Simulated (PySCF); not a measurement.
This PySCF input asks for the NMR shieldings of SMILES P[SiH2]P, H$_{6}$P$_{2}$Si; the geometry comes from PBE0-D3(BJ)/def2-SVP.

```python
import basis_set_exchange as bse
import numpy as np
from pyscf import gto, scf
from pyscf.prop import nmr

atoms = """
P    -1.784359    0.316671   -0.795978
Si    0.011279   -0.651359    0.189703
P     1.835966    0.292808   -0.767225
H    -2.712923   -0.202129    0.159560
H    -1.612460    1.546992   -0.087588
H    -0.000447   -0.535416    1.681938
H     0.005340   -2.101202   -0.172525
H     2.742441   -0.246114    0.198218
H     1.675023    1.522299   -0.054883
"""
names = dict.fromkeys(["P", "Si", "H"], "pcSseg-2")
basis = {el: gto.basis.parse(bse.get_basis(n, elements=[el], fmt="nwchem")) for el, n in names.items()}
mol = gto.M(atom=atoms, basis=basis, charge=0, verbose=0)
mf = scf.RHF(mol)
mf.conv_tol = 1e-9
mf.kernel()

calc = nmr.RHF(mf)   # GIAO
C = mf.mo_coeff
Co = C[:, mf.mo_occ > 0]
resp = mf.gen_response(singlet=True, hermi=2)
def vind(x):   # induced exchange potential for any number of trial vectors
    d = np.einsum("pi,xij,qj->xpq", C, 2 * x.reshape(-1, C.shape[1], Co.shape[1]), Co, optimize=True)
    return np.einsum("xpq,pi,qj->xij", resp(d - d.transpose(0, 2, 1)), C, Co, optimize=True).ravel()
mo1, _ = nmr.rhf.solve_mo1(calc, with_cphf=vind)
sigma = calc.kernel(mo1)
for i, s in enumerate(sigma):   # ppm
    print("%2d %-2s %9.2f" % (i, mol.atom_pure_symbol(i), np.trace(s) / 3))
```

Q: What does it print?

A: 
```
 0 P     604.03
 1 Si    428.87
 2 P     604.08
 3 H      29.77
 4 H      30.15
 5 H      27.15
 6 H      27.65
 7 H      29.77
 8 H      30.15
```

These numbers come from an equivalent density-fitted implementation of the same equations, which agrees with the script to about 0.01 ppm for H and up to a few tenths of a ppm for heavy atoms, so last digits may differ.

Q: Turn these shieldings into chemical shifts. δ = σ(ref) − σ, references computed at the same level: ³¹P (343.96 ppm) vs H3PO4; TMS for ²⁹Si (382.96 ppm) and ¹H (31.68 ppm).

A: Averaging equivalent atoms: P 0/2: -260.1; Si 1: -45.9; H 5/6: 4.29; H 3/4/7/8: 1.72 ppm. Experimental scales use liquid or dissolved standards, which lie at an offset from isolated H3PO4.

Size and cost of the density-fitted run: 213 basis functions, 8.3 s wall time on 1 thread of an Arm Neoverse V1, shared host; peak memory 0.83 GiB.
